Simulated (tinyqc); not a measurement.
Inside a calculation. Method: extended Hueckel theory, for NH3. One step of it, computed by the program tinyqc.

Question. Wolfsberg-Helmholz matrix. H_ij = K' S_ij (H_ii + H_jj)/2 for i != j (the diagonal keeps H_ii), with K' = 1.5.

overlap S, lower triangle:
```
           1N 2s     1N 2px     1N 2py     1N 2pz     2H 1s     3H 1s     4H 1s
1N 2s   1.000000
1N 2px  0.000000   1.000000
1N 2py  0.000000   0.000000   1.000000
1N 2pz  0.000000   0.000000   0.000000   1.000000
2H 1s   0.476722   0.436258   0.000000  -0.056847  1.000000
3H 1s   0.477028  -0.218109   0.378027  -0.056898  0.154620  1.000000
4H 1s   0.477028  -0.218109  -0.378027  -0.056898  0.154620  0.154619  1.000000
```

diagonal H_ii (eV): 1N 2s -26.000000, 1N 2px -13.400000, 1N 2py -13.400000, 1N 2pz -13.400000, 2H 1s -13.600000, 3H 1s -13.600000, 4H 1s -13.600000

K = 1.500000

Give: H.

Answer.

H (eV), lower triangle:
```
           1N 2s    1N 2px    1N 2py    1N 2pz     2H 1s     3H 1s     4H 1s
1N 2s   -26.0000
1N 2px    0.0000  -13.4000
1N 2py    0.0000    0.0000  -13.4000
1N 2pz    0.0000    0.0000    0.0000  -13.4000
2H 1s   -14.1586   -8.8342    0.0000    1.1512  -13.6000
3H 1s   -14.1677    4.4167   -7.6550    1.1522   -3.1543  -13.6000
4H 1s   -14.1677    4.4167    7.6550    1.1522   -3.1543   -3.1542  -13.6000
```
